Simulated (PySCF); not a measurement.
Basis-set dependence of population analyses: isobutyronitrile

Isobutyronitrile, C₄H₇N.
SMILES with atom numbers: `[CH3:1][CH:2]([CH3:3])[C:4]#[N:5]` (hydrogens: H6, H7, H8 on C1; H9 on C2; H10, H11, H12 on C3)

PBE0 throughout (PySCF), one geometry, spherical d and f functions. Geometry: PBE0-D3(BJ)/def2-SVP; no solvent, vibrations or thermal averaging. Atoms taken as equivalent share a column and are averaged.

Mulliken charges (e):

| basis | functions | C1/C3 | C2 | C4 | N5 | H6 (×6) | H9 |
| --- | --- | --- | --- | --- | --- | --- | --- |
| STO-3G | 32 | -0.226 | -0.061 | +0.070 | -0.202 | +0.090 | +0.108 |
| 6-31G | 59 | -0.473 | -0.244 | +0.166 | -0.303 | +0.184 | +0.223 |
| pcSseg-0 | 59 | -0.561 | -0.449 | +0.177 | -0.397 | +0.248 | +0.303 |
| 6-31G* | 84 | -0.520 | -0.235 | +0.257 | -0.367 | +0.194 | +0.221 |
| def2-SVP | 105 | -0.045 | -0.184 | -0.148 | -0.028 | +0.061 | +0.083 |
| cc-pVDZ | 105 | -0.035 | -0.202 | -0.011 | -0.143 | +0.058 | +0.076 |
| pcSseg-1 | 120 | -0.226 | -0.371 | +0.120 | -0.255 | +0.131 | +0.169 |
| 6-311+G(2d,p) | 177 | -0.546 | +0.263 | +0.057 | -0.322 | +0.160 | +0.135 |
| aug-cc-pVDZ | 178 | +0.727 | -0.259 | -0.057 | -0.325 | -0.107 | -0.172 |
| def2-TZVP | 197 | -0.374 | +0.090 | -0.264 | -0.014 | +0.137 | +0.116 |
| IGLO-III | 245 | -0.364 | -0.020 | +0.086 | -0.304 | +0.134 | +0.164 |
| cc-pVTZ | 248 | -0.272 | -0.072 | -0.076 | -0.084 | +0.108 | +0.126 |

IAO charges (e):

```csv
basis,functions,C1/C3,C2,C4,N5,H6 (×6),H9
STO-3G,32,-0.383,-0.150,+0.073,-0.166,+0.142,+0.160
6-31G,59,-0.425,-0.127,+0.120,-0.243,+0.154,+0.172
pcSseg-0,59,-0.413,-0.147,+0.124,-0.241,+0.152,+0.176
6-31G*,84,-0.406,-0.126,+0.130,-0.250,+0.148,+0.166
def2-SVP,105,-0.394,-0.125,+0.125,-0.241,+0.144,+0.164
cc-pVDZ,105,-0.405,-0.124,+0.124,-0.243,+0.148,+0.167
pcSseg-1,120,-0.403,-0.128,+0.132,-0.254,+0.148,+0.168
"6-311+G(2d,p)",177,-0.417,-0.129,+0.138,-0.262,+0.153,+0.172
aug-cc-pVDZ,178,-0.415,-0.127,+0.136,-0.260,+0.152,+0.171
def2-TZVP,197,-0.418,-0.129,+0.137,-0.259,+0.153,+0.171
IGLO-III,245,-0.418,-0.130,+0.138,-0.261,+0.153,+0.172
cc-pVTZ,248,-0.419,-0.129,+0.135,-0.257,+0.153,+0.171
```

Hirshfeld charges (e):

```
        basis  functions   C1/C3      C2      C4      N5  H6 (×6)      H9
       STO-3G         32  -0.033  +0.058  +0.030  -0.183   +0.022  +0.032
        6-31G         59  -0.090  +0.025  +0.066  -0.229   +0.044  +0.056
     pcSseg-0         59  -0.093  +0.028  +0.069  -0.223   +0.044  +0.051
       6-31G*         84  -0.090  +0.021  +0.073  -0.239   +0.045  +0.057
     def2-SVP        105  -0.103  +0.011  +0.082  -0.231   +0.047  +0.059
      cc-pVDZ        105  -0.099  +0.012  +0.073  -0.226   +0.047  +0.059
     pcSseg-1        120  -0.104  +0.006  +0.084  -0.235   +0.049  +0.060
6-311+G(2d,p)        177  -0.103  -0.004  +0.077  -0.239   +0.051  +0.065
  aug-cc-pVDZ        178  -0.111  -0.004  +0.080  -0.236   +0.053  +0.066
    def2-TZVP        197  -0.106  -0.001  +0.080  -0.239   +0.051  +0.065
     IGLO-III        245  -0.110  -0.003  +0.080  -0.238   +0.053  +0.066
      cc-pVTZ        248  -0.107  +0.002  +0.081  -0.237   +0.051  +0.064
```

ESP-fitted charges (e):

```csv
basis,functions,C1/C3,C2,C4,N5,H6 (×6),H9
STO-3G,32,-0.448,+0.269,+0.266,-0.387,+0.122,+0.015
6-31G,59,-0.449,+0.264,+0.320,-0.478,+0.127,+0.028
pcSseg-0,59,-0.566,+0.353,+0.316,-0.485,+0.155,+0.015
6-31G*,84,-0.515,+0.386,+0.209,-0.425,+0.141,+0.015
def2-SVP,105,-0.446,+0.349,+0.209,-0.421,+0.123,+0.014
cc-pVDZ,105,-0.457,+0.369,+0.172,-0.399,+0.126,+0.015
pcSseg-1,120,-0.490,+0.406,+0.209,-0.438,+0.133,+0.004
"6-311+G(2d,p)",177,-0.555,+0.466,+0.181,-0.435,+0.149,+0.005
aug-cc-pVDZ,178,-0.525,+0.423,+0.204,-0.443,+0.142,+0.010
def2-TZVP,197,-0.550,+0.468,+0.179,-0.432,+0.147,+0.003
IGLO-III,245,-0.529,+0.439,+0.191,-0.438,+0.143,+0.008
cc-pVTZ,248,-0.532,+0.438,+0.179,-0.424,+0.144,+0.009
```

Some averages cover members that differ in this geometry, most widely: H6 (×6), Mulliken in aug-cc-pVDZ -0.133 to -0.060 e.

Task: Which scheme is steadiest as the basis changes?

Result: Largest range over the bases for any column: Hirshfeld 0.08 e, IAO 0.10 e, ESP-fitted 0.20 e, Mulliken 1.29 e. Hirshfeld charges move least and Mulliken charges most, counted in e. Without the minimal STO-3G basis the ranges are Hirshfeld 0.03, IAO 0.03, ESP-fitted 0.20, Mulliken 1.29 e.

Task: How much do the charges still move between the two largest bases, IGLO-III and cc-pVTZ?

Result: At most, over all atoms: Mulliken 0.221 e, IAO 0.005 e, Hirshfeld 0.004 e, ESP-fitted 0.014 e.

Task: What do the same runs give for the total energy, the frontier levels and the dipole moment?

Result: 
```
        basis  energy (Eh)  HOMO (eV)  LUMO (eV)  μ (D)
       STO-3G    -208.5389      -7.59       4.37   3.19
        6-31G    -211.0605      -9.13       1.21   4.01
     pcSseg-0    -210.6432      -9.42       0.97   4.09
       6-31G*    -211.1180      -8.96       1.25   3.96
     def2-SVP    -210.9667      -9.12       0.90   3.93
      cc-pVDZ    -211.1337      -9.02       0.96   3.89
     pcSseg-1    -211.0966      -9.23       0.62   4.10
6-311+G(2d,p)    -211.1815      -9.21      -0.08   4.20
  aug-cc-pVDZ    -211.1454      -9.19      -0.34   4.18
    def2-TZVP    -211.1977      -9.19       0.46   4.15
     IGLO-III    -211.2035      -9.21       0.22   4.20
      cc-pVTZ    -211.1931      -9.15       0.52   4.09
```

The dipole is fixed by the density alone, so its range of 1.01 D shows that the density itself changes with the basis, not only its division among atoms.
